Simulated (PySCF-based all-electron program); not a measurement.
## SiN, doublet: all-electron forces

All-electron Kohn–Sham DFT on the free molecule, computed near the basis limit with an in-house program on PySCF integrals; the spin-free Dirac equation, no spin–orbit coupling, spin-unrestricted, lowest state found (another of this spin can lie close). Forces are good to about 0.004 eV/Å. Atoms are numbered as listed.

Shape A:

```xyz
2

Si    0.0000    0.0000    0.0000
N     0.0000    0.0000    1.5750
```

PBE forces:

```tsv
atom	Fx	Fy	Fz (eV/Å)
Si1	0.000	0.000	-0.042
N2	0.000	0.000	0.042
```

(1) What forces does r2SCAN give in shape A?

Shape B:

```xyz
2

Si    0.0000    0.0000    0.0000
N     0.0000    0.0000    1.4175
```

Against shape A, Si1–N2 goes from 1.575 to 1.417 Å.

PBE forces:

```
atom     Fx     Fy  Fz (eV/Å)
 Si1  0.000  0.000    -11.332
  N2  0.000  0.000     11.332
```

(2) What forces does r2SCAN give in shape B?

Answers

(1) The forces move by 0.513 eV/Å (r.m.s. over the atoms) from PBE.

```
atom     Fx     Fy  Fz (eV/Å)
 Si1  0.000  0.000      0.471
  N2  0.000  0.000     -0.471
```

(2) The forces move by 0.535 eV/Å (r.m.s. over the atoms) from PBE.

```tsv
atom	Fx	Fy	Fz (eV/Å)
Si1	0.000	0.000	-10.796
N2	0.000	0.000	10.796
```
